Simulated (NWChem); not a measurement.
Species: Al cation, singlet

Computed with NWChem. Medium grid unless said otherwise, to which SCAN and Minnesota functionals are sensitive. Low-valent species are run as closed-shell singlets; no triplet was tried in these runs.

For level M06/def2-SVP:

```
Property                     Result
---------------------------  ------
highest occupied level (eV)  -15.80
orbital gap (eV)               7.46
```

### Question
How do the values read with level BLYP/def2-SVP instead?

### Answer
The highest occupied level (eV) is -14.69 and the orbital gap (eV) is 5.71.
